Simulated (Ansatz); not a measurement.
Which is lower?

Two relaxed structures of AlHSO, singlet (PBE0-D4/def2-TZVP; forces vanish, vibrations not checked).

A:

O1  (1.056, -0.947, 0.164)
Al2  (-0.208, 0.607, -0.285)
S3  (-0.514, -1.328, 0.893)
H4  (1.685, -0.814, 0.884)
(Å)

B:

```xyz
4
angstrom
O 0.9520 -0.7967 0.4383
Al -0.0898 0.3889 -0.2239
S -0.7401 -1.3295 0.7935
H -0.1221 1.7373 -1.0080
```

Computed with Ansatz 0.2.0 (basis: def2-TZVPP); correlated methods freeze the cores. B3LYP uses VWN-RPA correlation.

Problem. Which structure is lower at CCSD(T), and by how much? (Judge from chemistry; the value comes from the calculation.)

Solution. The calculation gives: B, by 0.006 eV (electronic energy, against the other); a gap this small isn't resolved in one triple-zeta basis. By their contacts, A is AlHSO ([OH]1[Al][S]1) and B is AlHSO ([O]1[AlH][S]1).

Problem. Do the other methods give the same order? (Judge from chemistry; the calculation decides.)

Solution. Computed: Not all: PBE-D4, PBE0-D4, B3LYP-D4, wB97M-V, HF, CCSD give the other order.

```tsv
method	E(B) − E(A) (eV)
PBE-D4	0.052
r2SCAN-D4	-0.185
PBE0-D4	0.047
B3LYP-D4	0.023
wB97M-V	0.096
HF	0.017
MP2	-0.159
CCSD	0.023
CCSD(T)	-0.006
```

No T1 diagnostic of these runs exceeds 0.018.

Labels in which every atom is bracketed show which atoms are joined, not bond orders.

For scale, one of the runs: CCSD(T)/def2-TZVPP, 129 basis functions, launched by `ansatz run in.yaml --threads 2 --pin off --events-out ev --progress --plain --max-ram 4352MiB`. Hardware: 2 CPU threads of an Arm Neoverse V1, shared host. Wall time about 8.5 s.
